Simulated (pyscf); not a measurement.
•H₂Si–Cl (SMILES [SiH2]Cl) + H₂ (SMILES [H][H]) → H₃Si–Cl (SMILES [SiH3]Cl) + H• (SMILES [H]), a hydrogen abstraction (doublet surface; H–H broken, H–Si formed). PySCF, gas phase, ωB97X-D3(BJ)/def2-SVP geometries. Energies in eV from the separated reactants.

AM1 to PM7: differences of heats of formation from MOPAC, which are fitted to 298 K values and so differ in kind from electronic energies by zero-point and thermal terms. Open shells are spin-unrestricted. 

Problem. Quick PM7 single points give ΔE‡ = 2.06 eV and ΔE = +2.64 eV. What does ωB97M-D3(BJ)/def2-TZVP give, and how far is the quick result from it?

Solution. ωB97M-D3(BJ)/def2-TZVP gives ΔE‡ = 0.71 eV and ΔE = +0.50 eV. PM7 lies 1.35 eV over it in the barrier and 2.15 eV over it in the reaction energy, so on this step it does not hold to within 0.13 eV. At PM7 this geometry lies under one side, so its ΔE‡ may be no barrier of that level. ωB97M-D3(BJ)/def2-TZVP has limits of its own. One saddle was located; it need not be the lowest between these sides. The angle at the transferred H is 178°.
